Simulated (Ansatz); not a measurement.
Relaxed structures of BH₂SO, doublet (PBE0-D4/def2-TZVP; forces vanish, vibrations not checked; lower isomers may exist, and structures with a doubtful reference or unclear bonds are left out; Å). Program: Ansatz 0.2.0. Basis: def2-TZVPP. Cores are frozen in the correlated methods; orbitals are unrestricted.

(1) Rank them by CCSD(T) energy, lowest first, and give each one's height above the lowest. Links in brackets join atoms within 1.22 times the sum of their covalent radii (1.1 for two metals). (An estimate is asked for; the value comes from the calculation.)
A.
BH₂SO ([BH][S][OH])
```
5
angstrom
B -1.3480 -0.1325 -0.3138
S -0.0758 -0.4510 0.6969
O 1.3606 0.2708 0.0954
H -1.9774 0.2761 -1.2192
H 2.0407 0.0367 0.7407
```
B.
BH₂SO ([BH][SH][O])
```
5
angstrom
B -1.4619 -0.1322 -0.1115
S 0.1186 -0.4226 0.5062
O 1.4039 0.2428 0.2084
H -1.9212 0.2152 -1.1437
H -0.0951 -0.5299 1.8401
```
C.
BH₂SO ([OH][B][SH])
```
5
angstrom
B -0.0103 -0.3590 0.5718
S -1.6542 -0.3319 -0.1172
O 1.0744 0.2321 0.0498
H -1.3837 0.4159 -1.2113
H 1.8753 0.1068 0.5651
```
D.
BH₂SO ([OH2][B][S])
```
5
angstrom
B -0.1682 0.0661 0.6006
S -1.0113 -0.8534 -0.4907
O 1.2547 0.6301 0.1961
H 1.5744 0.1422 -0.5883
H 1.9165 0.6482 0.9032
```

No T1 diagnostic of these runs exceeds 0.029. ⟨S²⟩ of the unrestricted Hartree–Fock references: 0.76 to 0.78 (a pure state has 0.75).

## Answers

(1) The calculation gives: C (0.000 eV), D (1.694 eV), A (2.398 eV), B (4.052 eV). Heights count from the lowest.

For scale, one of the runs: CCSD(T)/def2-TZVPP, 132 basis functions, launched by `ansatz run in.yaml --threads 2 --pin off --events-out ev --progress --plain --max-ram 4352MiB`. Time: 88 s of wall clock on 2 CPU threads of an Intel Xeon; the host was shared. Peak host memory: 1.5 GiB.
